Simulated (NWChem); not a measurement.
**Ionisation of C (-1)**

```
C
```
Charge -1, spin multiplicity 4.

All runs are NWChem calculations.

Basis set: def2-TZVPD. The species with one electron less has spin multiplicity 3. Δ marks differences of total energies (open shells unrestricted). −ε marks an orbital energy of the parent. That orbital need not have the symmetry of the hole or added electron in the Δ rows.

B3LYP has NWChem's definition, with VWN1-RPA local correlation. The stability of the SCF solutions was not checked. Open-shell Hartree-Fock references start from PBE0 orbitals.

**Question.** For the first vertical ionisation energy, −ε(alpha HOMO) of BLYP gives -3.25 eV and ΔB3LYP gives 1.06 eV. What do ΔBLYP, −ε(alpha HOMO) of HF, −ε(alpha HOMO) of B3LYP give?

**Answer.** ΔBLYP: 0.95 eV; −ε(alpha HOMO) of HF: 1.81 eV; −ε(alpha HOMO) of B3LYP: -2.05 eV.
